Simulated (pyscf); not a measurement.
Thermochemistry of product channels of H₃C–CH=NH (SMILES CC=N) + CH₃• (SMILES [CH3]) on the doublet surface, in eV, from ωB97M-D3(BJ)/def2-TZVP energies (ideal gas, 1 atm, RRHO with modes under 100 cm⁻¹ raised to 100, one conformer, R ln 2 for rigid chiral ones). Single points on ωB97X-D3(BJ)/def2-SVP structures (PySCF, gas phase).

```json
[
 {"products": "H₃C–CH(CH₃)–NH• (SMILES CC(C)[NH])", "ΔE": "[?]", "ΔH(298 K)": "-0.78", "ΔG(900 K)": "+0.61", "ΔG(1200 K)": "[?]"},
 {"products": "H₃C–CH₂–N•–CH₃ (SMILES CC[N]C)", "ΔE": "-0.85", "ΔH(298 K)": "-0.69", "ΔG(900 K)": "+0.67", "ΔG(1200 K)": "+1.12"}
]
```

Problem. What belongs in the gaps?

Solution. 
- H₃C–CH(CH₃)–NH• (SMILES CC(C)[NH]), ΔE: -0.93
- H₃C–CH(CH₃)–NH• (SMILES CC(C)[NH]), ΔG(1200 K): +1.05

The channel to H₃C–CH(CH₃)–NH• turns unfavourable between 298 and 1200 K (ΔG from -0.32 eV to +1.05 eV). The channel to H₃C–CH₂–N•–CH₃ turns unfavourable between 298 and 1200 K (ΔG from -0.25 eV to +1.12 eV).

These are energies of the channels, which say nothing of barriers.
